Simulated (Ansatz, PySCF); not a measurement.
Molecule: C2H3O, charge 0, multiplicity 2. It need not be the lowest isomer of its formula. SMILES: [CH2]C=O
Geometry from a B3LYP-D3(BJ)/def2-TZVP (Ansatz, an electronic-structure program) optimisation:
```
C
O 1 1.2320
H 1 1.1046 2 120.09
C 1 1.4198 3 116.82 2 -180.00
H 4 1.0821 1 121.11 3 0.00
H 4 1.0821 5 119.53 1 180.00
```
Charge 0, spin multiplicity 2.
Markedly spin-contaminated UHF reference, which strains HF, MP2 and, less, CCSD(T): [CH2]C=O.

Property: enthalpy of formation at 298 K (from the atomisation energy, B3LYP-D3(BJ)/def2-TZVP harmonic zero-point and thermal terms from PySCF, and the atoms' enthalpies of formation in the G2/97 table; no spin-orbit terms, and no core term in the frozen-core levels), in eV. Cores are frozen in the correlated levels unless marked. UHF or UKS for open shells. Spin-orbit coupling is left out. Non-relativistic. The coupled-cluster limit lacks core correlation, which all-electron functionals hold. CBS marks a two-point X^-3 extrapolation of the correlation energy; Hartree-Fock from the larger set. The bracket is a focal-point correction in the basis named.

```json
[
 {"level": "TPSSh/def2-TZVPD", "program": "PySCF", "enthalpy of formation at 298 K (eV)": "0.10"},
 {"level": "B2PLYP-D3(BJ)/def2-TZVPD", "program": "Ansatz + dftd3", "enthalpy of formation at 298 K (eV)": "0.31"},
 {"level": "RI-MP2/cc-pVQZ", "program": "Ansatz", "enthalpy of formation at 298 K (eV)": "0.32"}
]
```

Task: What does RI-MP2/CBS(cc-pVTZ,cc-pVQZ)+[CCSD(T)-MP2]/cc-pVTZ (Ansatz) give?

Result: 0.24 eV, so RI-MP2/cc-pVQZ differs from it by 0.08 eV.
